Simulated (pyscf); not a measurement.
Optimised with ωB97X-D3(BJ)/def2-SVP in PySCF.

Q: PBE/def2-TZVP puts the barrier of O=AsH (SMILES O=[AsH]) + AsH₃ (SMILES [AsH3]) → O=As–AsH₂ (SMILES O=[As][AsH2]) + H₂ (SMILES [H][H]) (four-centre exchange; singlet surface; As–H, As–H broken, As–As, H–H formed) at 45.4 kJ/mol and the reaction energy at -47.6 kJ/mol, from the separated reactants. What do PBE0-D3(BJ)/def2-TZVP, M06-2X/def2-TZVP, ωB97M-D3(BJ)/def2-TZVP give on the same structures?

A: PBE0-D3(BJ): ΔE‡ = 56.9 kJ/mol, ΔE = -42.6 kJ/mol; M06-2X: ΔE‡ = 79.7 kJ/mol, ΔE = -43.0 kJ/mol; ωB97M-D3(BJ): ΔE‡ = 95.6 kJ/mol, ΔE = -28.2 kJ/mol. PBE's barrier lies under all of them, by 11.4 to 50.2 kJ/mol. Its reaction energy lies under all of them, by 4.6 to 19.4 kJ/mol. At the saddle there is also a short As–H contact that neither side keeps. O=AsH lies 31.2 kJ/mol over its isomer HO–As: [triplet] (electronic energy, ωB97M-D3(BJ)/def2-TZVP). O=As–AsH₂ lies 78.1 kJ/mol over its isomer HO–As=AsH (electronic energy, ωB97M-D3(BJ)/def2-TZVP). One saddle was located; it need not be the lowest between these sides. Elements up to Kr have no core potential and no relativistic terms here.
